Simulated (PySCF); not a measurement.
phosphine cation (H3P), SMILES P (connectivity only; charge and spin as stated), charge +1, multiplicity 2. Atoms are numbered in the order given.

```xyz
4

P      0.0000     0.0000     0.0622
H     -1.1826    -0.6828    -0.3109
H      0.0000     1.3655    -0.3109
H      1.1826    -0.6828    -0.3109
```
Charge +1, spin multiplicity 2.

Geometry: PBE-D3(BJ)/def2-TZVPD. The spin state was assumed, not searched.

These are CAM-B3LYP/def2-TZVPD run with PySCF values and carry that method's errors.

Gas-phase values at a fixed geometry.

Computed frontier levels, dipole moment and polarisability:
| Quantity | Value |
|---|---|
| α spin, highest occupied and lowest empty level | -17.28 and -5.57 eV |
| β spin, highest occupied and lowest empty level | -20.84 and -10.35 eV |
| dipole moment about the centre of nuclear charge | 0.078 e·Å |
| mean static polarisability | 20.1 bohr³ (2.98 Å³) |
| polarisability, principal values | 17.4, 21.5, 21.5 bohr³ |
| ⟨S²⟩ | 0.753 (pure state 0.75) |
